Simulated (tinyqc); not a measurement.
Worked calculation (part 1 of 2): coupled-perturbed Hartree-Fock on RHF in the sto-6g basis, for BH2+, spin multiplicity 1. Computed by tinyqc, a small Python program that keeps every step (integrals from PySCF). Settings: charge = 1, multiplicity = 1, basis = sto-6g, method = RHF, energy threshold = 1e-10, iteration cap = 71, orthogonalisation = symmetric, start = Wolfsberg-Helmholz matrix, DIIS depth = 6. Command: `OMP_NUM_THREADS=1 python tinyqc.py 22496 22497 out.jsonl` (the two numbers bound the seeds that draw the settings). One thread of a shared host (Intel(R) Xeon(R) Processor @ 2.60GHz), about 0.3 s of CPU time with the checks. The early iterations of the SCF are left out here.

## One-electron integrals

Geometry (angstrom):
```
atom         x          y         z
B     0.000000   0.000000  0.000000
H     0.000000   1.090000  0.585000
H     0.000000  -1.102000  0.591000
```

Basis sto-6g: exponents (1/bohr^2) and contraction coefficients of normalised primitives:
```
element  l (shell)    exponent  coefficient
B            s (1)  506.011147     0.009164
B            s (1)   92.776814     0.049362
B            s (1)   25.955658     0.168538
B            s (1)    8.916445     0.370563
B            s (1)    3.462507     0.416492
B            s (1)    1.426054     0.130334
B            s (2)   23.194575    -0.013253
B            s (2)    4.590810    -0.046992
B            s (2)    1.426819    -0.033785
B            s (2)    0.548948     0.250242
B            s (2)    0.238410     0.595117
B            s (2)    0.109280     0.240706
B            p (3)   23.194575     0.003760
B            p (3)    4.590810     0.037679
B            p (3)    1.426819     0.173897
B            p (3)    0.548948     0.418036
B            p (3)    0.238410     0.425859
B            p (3)    0.109280     0.101708
H            s (1)   35.523221     0.009164
H            s (1)    6.513144     0.049361
H            s (1)    1.822143     0.168538
H            s (1)    0.625955     0.370563
H            s (1)    0.243077     0.416492
H            s (1)    0.100112     0.130334
```

Overlap, kinetic and nuclear-attraction integrals over the contracted functions; the nuclear repulsion is the sum of Za Zb / Rab.

nuclear repulsion = 4.49616364 hartree

overlap S, lower triangle:
```
           1B 1s     1B 2s    1B 2px     1B 2py    1B 2pz     2H 1s     3H 1s
1B 1s   1.000000
1B 2s   0.264891  1.000000
1B 2px  0.000000  0.000000  1.000000
1B 2py  0.000000  0.000000  0.000000   1.000000
1B 2pz  0.000000  0.000000  0.000000   0.000000  1.000000
2H 1s   0.062147  0.452218  0.000000   0.415979  0.223255  1.000000
3H 1s   0.060296  0.445488  0.000000  -0.411874  0.220887  0.087757  1.000000
```

kinetic energy T (hartree), lower triangle:
```
            1B 1s     1B 2s    1B 2px     1B 2py    1B 2pz      2H 1s     3H 1s
1B 1s   10.947243
1B 2s   -0.333880  0.374498
1B 2px   0.000000  0.000000  1.125026
1B 2py   0.000000  0.000000  0.000000   1.125026
1B 2pz   0.000000  0.000000  0.000000   0.000000  1.125026
2H 1s   -0.011322  0.076839  0.000000   0.183792  0.098641   0.768522
3H 1s   -0.011416  0.073746  0.000000  -0.178477  0.095717  -0.012060  0.768522
```

nuclear attraction V (hartree), lower triangle:
```
             1B 1s      1B 2s     1B 2px     1B 2py     1B 2pz      2H 1s      3H 1s
1B 1s   -24.242671
1B 2s    -2.969598  -4.576511
1B 2px    0.000000   0.000000  -4.501714
1B 2py   -0.000337  -0.002038   0.000000  -4.675585
1B 2pz   -0.016909  -0.143682   0.000000  -0.000944  -4.551760
2H 1s    -0.770849  -1.820150   0.000000  -1.586884  -0.878362  -3.594449
3H 1s    -0.747351  -1.785133   0.000000   1.562995  -0.864629  -0.341547  -3.573117
```

core Hamiltonian H = T + V (hartree), lower triangle:
```
             1B 1s      1B 2s     1B 2px     1B 2py     1B 2pz      2H 1s      3H 1s
1B 1s   -13.295428
1B 2s    -3.303478  -4.202013
1B 2px    0.000000   0.000000  -3.376688
1B 2py   -0.000337  -0.002038   0.000000  -3.550559
1B 2pz   -0.016909  -0.143682   0.000000  -0.000944  -3.426733
2H 1s    -0.782170  -1.743311   0.000000  -1.403092  -0.779721  -2.825927
3H 1s    -0.758768  -1.711387   0.000000   1.384518  -0.768912  -0.353607  -2.804595
```

## Two-electron integrals

Functions are numbered as in S; the eight-fold symmetry (ij|kl) = (ji|kl) = (kl|ij) leaves the list below.

Two-electron integrals (ij|kl) in chemists' order, unique and non-zero (hartree):
```
(11|11) 2.924993    (21|11) 0.480756    (21|21) 0.099484    (22|11) 0.743449
(22|21) 0.188967    (22|22) 0.544922    (31|31) 0.021096    (32|31) 0.030854
(32|32) 0.120443    (33|11) 0.743450    (33|21) 0.188967    (33|22) 0.544922
(33|33) 0.587109    (41|41) 0.021096    (42|41) 0.030854    (42|42) 0.120443
(43|43) 0.031641    (44|11) 0.743450    (44|21) 0.188967    (44|22) 0.544922
(44|33) 0.523827    (44|44) 0.587109    (51|51) 0.021096    (52|51) 0.030854
(52|52) 0.120443    (53|53) 0.031641    (54|54) 0.031641    (55|11) 0.743450
(55|21) 0.188967    (55|22) 0.544922    (55|33) 0.523827    (55|44) 0.523827
(55|55) 0.587109    (61|11) 0.117156    (61|21) 0.023468    (61|22) 0.044142
(61|33) 0.043901    (61|41) 0.001623    (61|42) 0.003081    (61|44) 0.044462
(61|51) 0.000871    (61|52) 0.001653    (61|54) 0.000301    (61|55) 0.044063
(61|61) 0.005744    (62|11) 0.266326    (62|21) 0.068758    (62|22) 0.216466
(62|33) 0.210465    (62|41) 0.007089    (62|42) 0.040873    (62|44) 0.224442
(62|51) 0.003805    (62|52) 0.021936    (62|54) 0.007502    (62|55) 0.214491
(62|61) 0.017189    (62|62) 0.116747    (63|31) 0.007401    (63|32) 0.033135
(63|43) 0.007754    (63|53) 0.004162    (63|63) 0.013218    (64|11) 0.216890
(64|21) 0.056815    (64|22) 0.188415    (64|33) 0.178473    (64|41) 0.012430
(64|42) 0.065597    (64|44) 0.205098    (64|51) 0.002699    (64|52) 0.017422
(64|54) 0.010128    (64|55) 0.181675    (64|61) 0.014969    (64|62) 0.119065
(64|64) 0.132108    (65|11) 0.116404    (65|21) 0.030493    (65|22) 0.101122
(65|33) 0.095786    (65|41) 0.002699    (65|42) 0.017422    (65|44) 0.101752
(65|51) 0.008850    (65|52) 0.042486    (65|54) 0.010957    (65|55) 0.105828
(65|61) 0.008034    (65|62) 0.063902    (65|64) 0.063808    (65|65) 0.047463
(66|11) 0.422140    (66|21) 0.111313    (66|22) 0.394337    (66|33) 0.370892
(66|41) 0.014327    (66|42) 0.107725    (66|44) 0.425499    (66|51) 0.007689
(66|52) 0.057816    (66|54) 0.029308    (66|55) 0.386621    (66|61) 0.028565
(66|62) 0.268682    (66|64) 0.298448    (66|65) 0.160176    (66|66) 0.774999
(71|11) 0.113607    (71|21) 0.022760    (71|22) 0.042822    (71|33) 0.042589
(71|41) -0.001575   (71|42) -0.002992   (71|44) 0.043133    (71|51) 0.000845
(71|52) 0.001605    (71|54) -0.000292   (71|55) 0.042745    (71|61) 0.005302
(71|62) 0.015072    (71|64) 0.011809    (71|65) 0.007054    (71|66) 0.024184
(71|71) 0.005403    (72|11) 0.261010    (72|21) 0.067404    (72|22) 0.212538
(72|33) 0.206616    (72|41) -0.006952   (72|42) -0.040258   (72|44) 0.220414
(72|51) 0.003728    (72|52) 0.021590    (72|54) -0.007400   (72|55) 0.210584
(72|61) 0.015230    (72|62) 0.075944    (72|64) 0.057264    (72|65) 0.040598
(72|66) 0.133776    (72|71) 0.016350    (72|72) 0.113055    (73|31) 0.007215
(73|32) 0.032400    (73|43) -0.007615   (73|53) 0.004084    (73|63) 0.007758
(73|73) 0.012711    (74|11) -0.213591   (74|21) -0.055961   (74|22) -0.185856
(74|33) -0.176057   (74|41) 0.012162    (74|42) 0.064489    (74|44) -0.202290
(74|51) -0.002653   (74|52) -0.017209   (74|54) 0.009985    (74|55) -0.179222
(74|61) -0.011998   (74|62) -0.057644   (74|64) -0.037206   (74|65) -0.030245
(74|66) -0.096131   (74|71) -0.014298   (74|72) -0.115795   (74|74) 0.128835
(75|11) 0.114548    (75|21) 0.030011    (75|22) 0.099674    (75|33) 0.094419
(75|41) -0.002653   (75|42) -0.017209   (75|44) 0.100319    (75|51) 0.008637
(75|52) 0.041629    (75|54) -0.010780   (75|55) 0.104284    (75|61) 0.007153
(75|62) 0.040708    (75|64) 0.030141    (75|65) 0.029025    (75|66) 0.075024
(75|71) 0.007668    (75|72) 0.062101    (75|74) -0.062277   (75|75) 0.046110
(76|11) 0.049923    (76|21) 0.012865    (76|22) 0.040860    (76|33) 0.039740
(76|41) -0.000005   (76|42) -0.000043   (76|44) 0.041189    (76|51) 0.001210
(76|52) 0.006992    (76|54) -0.000011   (76|55) 0.041652    (76|61) 0.003086
(76|62) 0.018683    (76|64) 0.016642    (76|65) 0.011139    (76|66) 0.038785
(76|71) 0.002995    (76|72) 0.018422    (76|74) -0.016517   (76|75) 0.011013
(76|76) 0.003761    (77|11) 0.417908    (77|21) 0.110222    (77|22) 0.391348
(77|33) 0.368118    (77|41) -0.014090   (77|42) -0.106726   (77|44) 0.422242
(77|51) 0.007557    (77|52) 0.057237    (77|54) -0.029026   (77|55) 0.383685
(77|61) 0.024692    (77|62) 0.135306    (77|64) 0.096624    (77|65) 0.075654
(77|66) 0.240991    (77|71) 0.027431    (77|72) 0.263850    (77|74) -0.294199
(77|75) 0.157778    (77|76) 0.038785    (77|77) 0.774999
```

## Orthogonalisation

S = U s U^T; symmetric (Loewdin) form X = U s^(-1/2) U^T, so that X^T S X = 1.

eigenvalues of S: 0.313543  0.369359  0.864903  1.000000  1.091293  1.543087  1.817814

X, lower triangle:
```
            1B 1s      1B 2s    1B 2px     1B 2py     1B 2pz      2H 1s     3H 1s
1B 1s    1.030348
1B 2s   -0.160744   1.259016
1B 2px   0.000000   0.000000  1.000000
1B 2py  -0.000172   0.003948  0.000000   1.194100
1B 2pz  -0.010637   0.111680  0.000000   0.001704   1.053937
2H 1s    0.024370  -0.320373  0.000000  -0.299562  -0.155009   1.240983
3H 1s    0.024307  -0.312008  0.000000   0.293504  -0.151582  -0.020418  1.232146
```

## Starting guess

The start is the generalised Wolfsberg-Helmholz matrix (K = 1.75) built on H; D = 2 C_occ C_occ^T.

D at the start, lower triangle:
```
            1B 1s      1B 2s    1B 2px     1B 2py    1B 2pz     2H 1s     3H 1s
1B 1s    2.026141
1B 2s   -0.100069   0.581546
1B 2px   0.000000   0.000000  0.000000
1B 2py   0.000926  -0.004809  0.000000   0.946739
1B 2pz  -0.111367   0.301242  0.000000  -0.003773  0.157810
2H 1s   -0.182185   0.364023  0.000000   0.424187  0.191531  0.427755
3H 1s   -0.180336   0.362701  0.000000  -0.426715  0.191947  0.042851  0.422771
```

## Iteration 9 (converged): orbitals

converged F (hartree), lower triangle:
```
            1B 1s      1B 2s     1B 2px     1B 2py     1B 2pz      2H 1s      3H 1s
1B 1s   -8.048064
1B 2s   -2.239846  -1.396333
1B 2px   0.000000   0.000000  -0.175979
1B 2py  -0.000193  -0.002071   0.000000  -0.640191
1B 2pz   0.008996  -0.122575   0.000000  -0.001755  -0.240057
2H 1s   -0.530472  -0.709891   0.000000  -0.499204  -0.224820  -0.695022
3H 1s   -0.514743  -0.698685   0.000000   0.494684  -0.221818  -0.150326  -0.685308
```

Diagonalise F' = X^T F X, C = X C', fill 3 alpha and 3 beta electrons from the bottom; D = 2 C_occ C_occ^T. Each column has its largest component positive (the first on a tie).

F' = X^T F X (hartree), lower triangle:
```
           1          2          3          4          5          6          7
1  -7.880908
2  -1.102618  -0.673716
3   0.000000   0.000000  -0.175979
4   0.000174   0.002513   0.000000  -0.303902
5   0.006011   0.033499   0.000000   0.000417  -0.159068
6  -0.069400  -0.404249   0.000000  -0.407876  -0.175238  -0.266109
7  -0.064352  -0.396891   0.000000   0.402930  -0.171897  -0.042779  -0.268558
```

orbital energies (hartree): MO1 -8.049912, MO2 -0.985128, MO3 -0.838891, MO4 -0.246029, MO5 -0.175979, MO6 0.256558, MO7 0.311142

coefficients C:
```
              MO1        MO2        MO3        MO4       MO5        MO6        MO7
1B 1s    0.995250  -0.225244   0.003281   0.125669  0.000000  -0.176899  -0.019995
1B 2s    0.019006   0.662646  -0.012376  -0.548871  0.000000   1.033045   0.124011
1B 2px   0.000000   0.000000   0.000000   0.000000  1.000000   0.000000   0.000000
1B 2py   0.000068   0.007994   0.586850   0.000212  0.000000  -0.118003   1.115075
1B 2pz   0.000489   0.115465  -0.000769   0.816487  0.000000   0.695851   0.078636
2H 1s   -0.003368   0.309470   0.384973   0.215759  0.000000  -0.756495  -0.945849
3H 1s   -0.003306   0.297345  -0.394151   0.218711  0.000000  -0.934237   0.749166
```

D after iteration 9, lower triangle:
```
            1B 1s      1B 2s    1B 2px     1B 2py    1B 2pz      2H 1s     3H 1s
1B 1s    2.082535
1B 2s   -0.260764   0.879228
1B 2px   0.000000   0.000000  0.000000
1B 2py   0.000385  -0.003928  0.000000   0.688914
1B 2pz  -0.051048   0.153063  0.000000   0.000944  0.026666
2H 1s   -0.143590   0.400481  0.000000   0.456790  0.070871   0.487973
3H 1s   -0.143117   0.403699  0.000000  -0.457862  0.069269  -0.119414  0.487561
```

## Convergence

Stop when the energy changes by less than 1e-10 hartree and every element of the error matrix X^T (F D S - S D F) X is below 3e-06.

Course of the cycle:
```
iteration   E (hartree)     change  largest element of the error matrix
1          -25.31818793          -                             3.37e-01
2          -25.37164854  -5.35e-02                             5.10e-02
3          -25.37914680  -7.50e-03                             1.65e-02
4          -25.37999546  -8.49e-04                             3.28e-04
5          -25.37999582  -3.57e-07                             8.67e-05
6          -25.37999584  -2.42e-08                             4.81e-05
7          -25.37999585  -9.24e-09                             5.43e-06
8          -25.37999585  -1.06e-10                             2.70e-07
9          -25.37999585  -1.99e-13                             1.01e-08
```

PySCF RHF in the same basis = -25.37999585 hartree

Converged in 9 iterations.

## Populations, bond orders and dipole

Mulliken: Z minus the diagonal of D S on the atom; Loewdin: the same with S^(1/2) D S^(1/2); Mayer order: 2 sum_s sum (D(s) S)_ij (D(s) S)_ji over the two atoms.

Charges (e):
```
atom  Mulliken   Loewdin
1B    0.707690  0.786251
2H    0.144487  0.105021
3H    0.147822  0.108728
```

Mayer bond orders:
```
pair     order
2-1   0.972939
3-1   0.971965
3-2   0.006184
```

dipole moment about the origin, x y z (debye): 0.000000  -0.018996  -0.436056

## Integrals over molecular orbitals

(pq|rs) = sum C_ip C_jq C_kr C_ls (ij|kl), one index at a time.

one-electron integrals over orbitals h = C^T H C (hartree), lower triangle:
```
            1          2          3          4          5          6          7
1  -13.285315
2    0.288455  -3.471841
3   -0.004383  -0.001367  -3.245072
4   -0.184083   0.086844  -0.003861  -3.288029
5    0.000000   0.000000   0.000000   0.000000  -3.376688
6    0.205371  -0.515102   0.067463  -0.239595   0.000000  -2.724983
7    0.023240  -0.063499  -0.521438  -0.024100   0.000000  -0.000796  -2.711692
```

Two-electron integrals over orbitals (pq|rs), unique and non-zero (hartree):
```
(11|11) 2.903346    (21|11) -0.258979   (21|21) 0.037550    (22|11) 0.624261
(22|21) -0.008067   (22|22) 0.478769    (31|11) 0.003824    (31|21) -0.000415
(31|22) 0.000617    (31|31) 0.009232    (32|11) -0.000195   (32|21) 0.000313
(32|22) 0.004819    (32|31) 0.015063    (32|32) 0.142810    (33|11) 0.565159
(33|21) -0.003173   (33|22) 0.469891    (33|31) -0.000363   (33|32) -0.003477
(33|33) 0.488122    (41|11) 0.147651    (41|21) -0.018760   (41|22) 0.013969
(41|31) 0.000311    (41|32) -0.000048   (41|33) 0.006453    (41|41) 0.027613
(42|11) -0.072914   (42|21) 0.006988    (42|22) 0.025045    (42|31) -0.000106
(42|32) 0.000174    (42|33) 0.017920    (42|41) 0.012958    (42|42) 0.067661
(43|11) 0.002009    (43|21) -0.000160   (43|22) 0.000517    (43|31) -0.002575
(43|32) 0.020662    (43|33) -0.000704   (43|41) -0.000205   (43|42) -0.000816
(43|43) 0.030134    (44|11) 0.712243    (44|21) -0.012368   (44|22) 0.441164
(44|31) 0.000135    (44|32) -0.000097   (44|33) 0.430297    (44|41) -0.011001
(44|42) -0.070937   (44|43) 0.001614    (44|44) 0.585605    (51|51) 0.022002
(52|51) 0.021620    (52|52) 0.073927    (53|51) -0.000329   (53|52) -0.000796
(53|53) 0.019520    (54|51) -0.011894   (54|52) -0.031695   (54|53) 0.000544
(54|54) 0.043506    (55|11) 0.743130    (55|21) -0.009156   (55|22) 0.472274
(55|31) 0.000126    (55|32) 0.000007    (55|33) 0.442675    (55|41) 0.004790
(55|42) -0.035280   (55|43) 0.001052    (55|44) 0.510408    (55|55) 0.587109
(61|11) -0.208114   (61|21) 0.032548    (61|22) -0.001444   (61|31) -0.001968
(61|32) -0.002132   (61|33) -0.000197   (61|41) -0.006197   (61|42) 0.014011
(61|43) 0.000236    (61|44) -0.017710   (61|55) -0.005313   (61|61) 0.034210
(62|11) 0.203177    (62|21) -0.007025   (62|22) 0.049296    (62|31) -0.000722
(62|32) 0.000451    (62|33) 0.012810    (62|41) 0.013580    (62|42) -0.003781
(62|43) 0.003393    (62|44) 0.060037    (62|55) 0.099243    (62|61) 0.000334
(62|62) 0.088001    (63|11) -0.027101   (63|21) 0.000784    (63|22) -0.006840
(63|31) 0.001001    (63|32) -0.066380   (63|33) -0.001100   (63|41) -0.000085
(63|42) 0.005631    (63|43) -0.024278   (63|44) -0.012236   (63|55) -0.013252
(63|61) 0.000523    (63|62) -0.013501   (63|63) 0.075757    (64|11) 0.077347
(64|21) 0.000790    (64|22) 0.022537    (64|31) 0.000971    (64|32) 0.007533
(64|33) 0.002786    (64|41) 0.004568    (64|42) -0.000481   (64|43) -0.000485
(64|44) 0.039436    (64|55) 0.036641    (64|61) 0.003731    (64|62) 0.044743
(64|63) -0.008810   (64|64) 0.030714    (65|51) 0.016825    (65|52) 0.051195
(65|53) -0.002579   (65|54) -0.012860   (65|65) 0.043353    (66|11) 0.625040
(66|21) -0.007359   (66|22) 0.486165    (66|31) -0.002042   (66|32) -0.025176
(66|33) 0.478549    (66|41) 0.022443    (66|42) 0.055320    (66|43) -0.008013
(66|44) 0.414306    (66|55) 0.453887    (66|61) 0.004758    (66|62) 0.033616
(66|63) 0.017331    (66|64) 0.015488    (66|66) 0.542804    (71|11) -0.023703
(71|21) 0.003917    (71|22) 0.000459    (71|31) 0.013873    (71|32) 0.019958
(71|33) -0.000605   (71|41) -0.000735   (71|42) 0.001493    (71|43) -0.004416
(71|44) -0.001980   (71|55) -0.000588   (71|61) 0.001562    (71|62) -0.001194
(71|63) 0.001849    (71|64) 0.001833    (71|66) -0.002418   (71|71) 0.021611
(72|11) 0.025566    (72|21) -0.000793   (72|22) 0.004938    (72|31) 0.007356
(72|32) -0.019757   (72|33) 0.001974    (72|41) 0.001461    (72|42) -0.001737
(72|43) -0.031424   (72|44) 0.008137    (72|55) 0.012298    (72|61) -0.001279
(72|62) 0.005469    (72|63) 0.049988    (72|64) 0.004813    (72|66) 0.013071
(72|71) 0.010650    (72|72) 0.055177    (73|11) 0.214372    (73|21) -0.006222
(73|22) 0.032176    (73|31) 0.000038    (73|32) -0.007398   (73|33) 0.022458
(73|41) -0.001286   (73|42) -0.052895   (73|43) -0.001035   (73|44) 0.101693
(73|55) 0.102491    (73|61) -0.006743   (73|62) 0.068502    (73|63) -0.005557
(73|64) 0.033677    (73|66) -0.007340   (73|71) -0.000771   (73|72) 0.014006
(73|73) 0.108041    (74|11) 0.007833    (74|21) -0.000032   (74|22) 0.000139
(74|31) -0.009026   (74|32) -0.068941   (74|33) 0.002324    (74|41) 0.000533
(74|42) 0.000351    (74|43) 0.006968    (74|44) 0.003904    (74|55) 0.003568
(74|61) 0.001868    (74|62) 0.004942    (74|63) 0.036478    (74|64) -0.002880
(74|66) 0.013868    (74|71) -0.012859   (74|72) 0.004265    (74|73) 0.007555
(74|74) 0.054728    (75|51) 0.001926    (75|52) 0.006066    (75|53) 0.016204
(75|54) -0.001547   (75|65) 0.002916    (75|75) 0.018303    (76|11) -0.001268
(76|21) 0.000243    (76|22) 0.006223    (76|31) 0.009798    (76|32) 0.114269
(76|33) -0.003820   (76|41) 0.002069    (76|42) 0.006290    (76|43) 0.032318
(76|44) -0.004903   (76|55) 0.000081    (76|61) -0.000220   (76|62) 0.006132
(76|63) -0.076680   (76|64) 0.008042    (76|66) -0.020239   (76|71) 0.013084
(76|72) -0.043413   (76|73) -0.012280   (76|74) -0.053516   (76|76) 0.119069
(77|11) 0.649223    (77|21) -0.008512   (77|22) 0.469010    (77|31) 0.002348
(77|32) 0.026288    (77|33) 0.485598    (77|41) 0.004310    (77|42) 0.001235
(77|43) 0.007375    (77|44) 0.461919    (77|55) 0.460063    (77|61) -0.006884
(77|62) 0.013081    (77|63) -0.021251   (77|64) 0.002418    (77|66) 0.479963
(77|71) 0.002194    (77|72) -0.008161   (77|73) 0.029867    (77|74) -0.012084
(77|76) 0.024000    (77|77) 0.518080
```

## Response to a field: uncoupled start

dipole integrals <a|z|i> (bohr):
```
          i1         i2         i3
a4  0.096801   0.846443  -0.016346
a5  0.000000   0.000000   0.000000
a6  0.064379  -0.110420   0.080544
a7  0.007016  -0.022816  -0.700164
```

Field along z; U_ai = -mu_ai / (e_a - e_i), alpha = -4 sum U_ai mu_ai.

uncoupled U:
```
           i1         i2         i3
a4  -0.012404  -1.145237   0.027571
a5   0.000000   0.000000   0.000000
a6  -0.007751   0.088928  -0.073526
a7  -0.000839   0.017601   0.608821
```

uncoupled polarisability = 5.655805 bohr^3
